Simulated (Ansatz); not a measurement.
Coupled-cluster diagnostics for Na₂Li, Ansatz.

Geometry of the doublet (PBE0/def2-TZVP):

Cartesian coordinates in Å:
```
Li -0.040 0.642 1.887
Na 1.352 -0.978 -0.210
Na -1.312 0.336 -1.677
```

Correlated methods freeze 2 core orbitals; core or outer-core shells of Li, Na are correlated, in sets that lack core-valence functions. In CCSD on the charge 0 doublet the largest single amplitude is 0.17, so its Hartree–Fock determinant may place the open shell otherwise than the density functionals do. At PBE0/def2-TZVPD a triplet of charge -1 lies 0.24 eV below the restricted singlet at the same geometry. The structure comes from a short search, and lower isomers may exist.

Geometry of the charge 0 quartet (PBE0/def2-TZVP):

| atom | x (Å) | y (Å) | z (Å) |
| --- | --- | --- | --- |
| Li1 | 0.9675 | 1.6598 | 0.8959 |
| Na2 | -2.0633 | -0.6369 | 0.8801 |
| Na3 | 1.0958 | -1.0229 | -1.7759 |

Problem. Estimate the CCSD(T) correlation energy, the shares of MP2 and (T), T1 and the reference's ⟨S²⟩ for: charge 0, doublet, own geometry in def2-TZVPP; charge 0, doublet, own geometry in def2-TZVPD; charge 0, quartet, own geometry in def2-TZVPP; charge 1, singlet, vertical in def2-TZVPP; charge -1, singlet, vertical in def2-TZVPD; and the rough time on 4 threads of Arm Neoverse V1 on a shared host.

Solution. 
| state | basis | correlation (eV) | MP2 share (%) | (T) share (%) | T1 | ⟨S²⟩ (pure) | wall time | remarks |
| --- | --- | --- | --- | --- | --- | --- | --- | --- |
| charge 0, doublet, own geometry | def2-TZVPP | -11.199 | 91.3 | 1.5 | 0.048 | 1.08 (0.75) | 3.8 s | large T1 (0.048), spin-contaminated (⟨S²⟩ 1.08) |
| charge 0, doublet, own geometry | def2-TZVPD | -11.186 | 91.4 | 1.5 | 0.045 | 1.06 (0.75) | 4.5 s | large T1 (0.045), spin-contaminated (⟨S²⟩ 1.06) |
| charge 0, quartet, own geometry | def2-TZVPP | -10.564 | 93.8 | 1.2 | 0.010 | 3.75 (3.75) | 3 s | – |
| charge 1, singlet, vertical | def2-TZVPP | -11.015 | 93.1 | 1.3 | 0.009 | 0.00 (0.00) | 0.9 s | restricted SCF unstable |
| charge -1, singlet, vertical | def2-TZVPD | -12.057 | 90.8 | 2.1 | 0.028 | 0.00 (0.00) | 6.5 s | large T1 (0.028), restricted SCF unstable |
Customary marks for T1 are 0.02 (closed shells), 0.045 (open shells) and about 0.05 (3d metals). T1 exceeds 0.02 in 3 of 5 rows and 0.045 in 2; the higher it lies, the less the single-reference result can be trusted.
